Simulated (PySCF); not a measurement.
# BeF: g tensor and hyperfine couplings

Compound: BeF (doublet state).
SMILES with atom numbers: `[Be:1][F:2]`

Level of theory: UKS B3LYP, IGLO-III on F, def2-TZVP with uncontracted s and p shells and three added tight s functions on Be, non-relativistic, mean-field spin-orbit, GIAO in PySCF. Geometry: PBE0-D3(BJ)/def2-SVP; no solvent, vibrations or thermal averaging.

- g1, g2, g3: 2.00143, 2.00143, 2.00227
- g_iso: 2.00171
- Form of g: axial
- ⟨S²⟩: 0.7505 (exact 0.7500)
- HOMO–LUMO gap, α and β orbitals: 5.45, 8.71 eV
- Basis functions: 66

Isotropic coupling and dipolar principal values T1 to T3, in 10⁻⁴ cm⁻¹; ρ(0) is the spin density at the nucleus (1 × 10⁻⁴ cm⁻¹ = 2.998 MHz):

```tsv
atom	isotope	a_iso	T1	T2	T3	Mulliken spin population	ρ(0) (bohr⁻³)
Be1	9Be	-103.0	-2.0	1.0	1.0	1.01	0.4915
F2	19F	81.9	-14.7	-14.7	29.5	-0.01	0.0583
```

The largest Mulliken spin population is on Be1 (+1.01).

Axes: g3 lies along the molecular axis.

Under fast tumbling the dipolar parts average out, and these isotropic splittings remain: 1 × 9Be (Be1, I = 3/2, 4 lines) with 11.02 mT and 1 × 19F (F2, I = 1/2, 2 lines) with 8.76 mT.
